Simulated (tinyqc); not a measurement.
Worked calculation: geometry optimisation on the UHF/sto-3g surface (energies and gradients from PySCF), for CH3, spin multiplicity 2. Computed by tinyqc, a small Python program that keeps every step (integrals from PySCF). Settings: charge = 0, multiplicity = 2, basis = sto-3g, optimiser = bfgs, first Hessian = 1.0, largest step = 0.5, iteration cap = 30. Command: `OMP_NUM_THREADS=1 python tinyqc.py 29390 29391 out.jsonl` (the two numbers bound the seeds that draw the settings). One thread of a shared host (Intel(R) Xeon(R) Processor @ 2.60GHz), about 1 s of CPU time with the checks.

## Step 1: energy and gradient

positions at the start (bohr), order 1C, 2H, 3H, 4H:
```
[[-0.03968, 0.10393, 0.14173],
 [1.97854, 0.05291, 0.03402],
 [-0.94297, 1.80847, 0.04535],
 [-1.03368, -1.69319, 0.03779]]
```

Self-consistent energy and analytic gradient at these positions.

energy = -39.0732789 hartree

gradient (hartree/bohr), order 1C, 2H, 3H, 4H:
```
[[-0.0240716, 0.0633551, -0.0039090],
 [-0.0084173, -0.0010940, 0.0004438],
 [0.0322777, -0.0508336, 0.0035568],
 [0.0002112, -0.0114276, -0.0000916]]
```

## Step 1: move

Quasi-Newton step p = -H^(-1) g (first H = 1 times the unit matrix); steps longer than 0.5 bohr are cut back.

positions after step 1 (bohr), order 1C, 2H, 3H, 4H:
```
[[-0.01561, 0.04058, 0.14564],
 [1.98696, 0.05401, 0.03357],
 [-0.97525, 1.85930, 0.04180],
 [-1.03389, -1.68177, 0.03789]]
```

## Step 2: energy and gradient

As before.

energy = -39.0759397 hartree

gradient (hartree/bohr), order 1C, 2H, 3H, 4H:
```
[[0.0079562, -0.0289233, -0.0026329],
 [-0.0169185, 0.0036209, 0.0011981],
 [-0.0006179, 0.0112948, -0.0001787],
 [0.0095802, 0.0140075, 0.0016135]]
```

## Step 2: move

inverse Hessian in use (bohr^2/hartree):
```
[[0.98551, 0.05549, 0.00618, 0.03774, -0.00774, -0.00266, -0.00241, -0.01864, -0.00002, -0.02084, -0.02911, -0.00350],
 [0.05549, 0.80830, -0.01344, -0.09327, 0.02116, 0.00667, -0.01692, 0.08568, -0.00250, 0.05470, 0.08485, 0.00927],
 [0.00618, -0.01344, 1.00239, 0.00911, -0.00087, -0.00059, -0.01183, 0.01498, -0.00126, -0.00346, -0.00068, -0.00054],
 [0.03774, -0.09327, 0.00911, 1.02817, -0.00076, -0.00172, -0.05825, 0.08389, -0.00633, -0.00766, 0.01014, -0.00106],
 [-0.00774, 0.02116, -0.00087, -0.00076, 0.99933, 0.00001, 0.00939, -0.01580, 0.00105, -0.00089, -0.00469, -0.00019],
 [-0.00266, 0.00667, -0.00059, -0.00172, 0.00001, 1.00010, 0.00396, -0.00583, 0.00043, 0.00041, -0.00085, 0.00005],
 [-0.00241, -0.01692, -0.01183, -0.05825, 0.00939, 0.00396, 1.03251, -0.02113, 0.00326, 0.02814, 0.02867, 0.00460],
 [-0.01864, 0.08568, 0.01498, 0.08389, -0.01580, -0.00583, -0.02113, 0.98591, -0.00182, -0.04412, -0.05579, -0.00734],
 [-0.00002, -0.00250, -0.00126, -0.00633, 0.00105, 0.00043, 0.00326, -0.00182, 1.00032, 0.00310, 0.00327, 0.00051],
 [-0.02084, 0.05470, -0.00346, -0.00766, -0.00089, 0.00041, 0.02814, -0.04412, 0.00310, 1.00037, -0.00970, -0.00005],
 [-0.02911, 0.08485, -0.00068, 0.01014, -0.00469, -0.00085, 0.02867, -0.05579, 0.00327, -0.00970, 0.97563, -0.00174],
 [-0.00350, 0.00927, -0.00054, -0.00106, -0.00019, 0.00005, 0.00460, -0.00734, 0.00051, -0.00005, -0.00174, 0.99997]]
```

Quasi-Newton step p = -H^(-1) g (the inverse Hessian comes from BFGS updates; coordinates in the order x, y, z of each atom); steps longer than 0.5 bohr are cut back.

positions after step 2 (bohr), order 1C, 2H, 3H, 4H:
```
[[-0.02034, 0.05911, 0.14786],
 [2.00033, 0.05131, 0.03263],
 [-0.97658, 1.85352, 0.04173],
 [-1.04121, -1.69182, 0.03666]]
```

## Step 3: energy and gradient

As before.

energy = -39.0766180 hartree

gradient (hartree/bohr), order 1C, 2H, 3H, 4H:
```
[[0.0000479, -0.0051681, -0.0020670],
 [-0.0074034, 0.0020055, 0.0007009],
 [0.0038697, 0.0011498, 0.0005135],
 [0.0034859, 0.0020129, 0.0008527]]
```

## Step 3: move

inverse Hessian in use (bohr^2/hartree):
```
[[0.97241, 0.07376, -0.00162, 0.02176, -0.00203, -0.00052, 0.02182, -0.03170, 0.00331, -0.01599, -0.04003, -0.00117],
 [0.07376, 0.86640, 0.03271, 0.06298, -0.02012, -0.00826, -0.12119, 0.09641, -0.01602, -0.01555, 0.05732, -0.00843],
 [-0.00162, 0.03271, 1.01264, 0.05614, -0.01154, -0.00437, -0.02716, 0.00405, -0.00302, -0.02737, -0.02522, -0.00525],
 [0.02176, 0.06298, 0.05614, 1.22342, -0.04722, -0.01828, -0.14167, 0.05595, -0.01647, -0.10351, -0.07171, -0.02139],
 [-0.00203, -0.02012, -0.01154, -0.04722, 1.01013, 0.00385, 0.02693, -0.00712, 0.00313, 0.02232, 0.01712, 0.00456],
 [-0.00052, -0.00826, -0.00437, -0.01828, 0.00385, 1.00147, 0.01010, -0.00263, 0.00116, 0.00870, 0.00704, 0.00174],
 [0.02182, -0.12119, -0.02716, -0.14167, 0.02693, 0.01010, 1.04715, 0.00934, 0.00456, 0.07270, 0.08491, 0.01249],
 [-0.03170, 0.09641, 0.00405, 0.05595, -0.00712, -0.00263, 0.00934, 0.97356, 0.00230, -0.03359, -0.06285, -0.00372],
 [0.00331, -0.01602, -0.00302, -0.01647, 0.00313, 0.00116, 0.00456, 0.00230, 1.00041, 0.00860, 0.01059, 0.00145],
 [-0.01599, -0.01555, -0.02737, -0.10351, 0.02232, 0.00870, 0.07270, -0.03359, 0.00860, 1.04680, 0.02682, 0.01007],
 [-0.04003, 0.05732, -0.02522, -0.07171, 0.01712, 0.00704, 0.08491, -0.06285, 0.01059, 0.02682, 0.98840, 0.00759],
 [-0.00117, -0.00843, -0.00525, -0.02139, 0.00456, 0.00174, 0.01249, -0.00372, 0.00145, 0.01007, 0.00759, 1.00206]]
```

As before.

positions after step 3 (bohr), order 1C, 2H, 3H, 4H:
```
[[-0.01976, 0.06448, 0.15082],
 [2.01096, 0.04859, 0.03165],
 [-0.98287, 1.85355, 0.04093],
 [-1.04612, -1.69449, 0.03549]]
```

## Convergence

Stop when the largest gradient component is below 3e-5 hartree/bohr. The inverse Hessian follows the BFGS update with s = step, y = change of gradient.

Course of the optimisation:
```
step  E (hartree)  largest gradient (hartree/bohr)
1     -39.0732789                         6.34e-02
2     -39.0759397                         2.89e-02
3     -39.0766180                         7.40e-03
4     -39.0767275                         3.46e-03
5     -39.0767728                         3.32e-03
6     -39.0768079                         2.81e-03
7     -39.0768336                         1.55e-03
8     -39.0768474                         1.60e-03
9     -39.0768571                         1.77e-03
10    -39.0768758                         2.18e-03
11    -39.0769224                         3.74e-03
12    -39.0769571                         4.09e-03
13    -39.0769890                         2.67e-03
14    -39.0770085                         4.98e-04
15    -39.0770094                         6.63e-05
16    -39.0770094                         4.67e-06
```

Final distances (angstrom):
```
pair   distance
2H-1C   1.07989
3H-1C   1.07989
3H-2H   1.85405
4H-1C   1.07989
4H-2H   1.85410
4H-3H   1.85407
```

Converged in 16 steps.
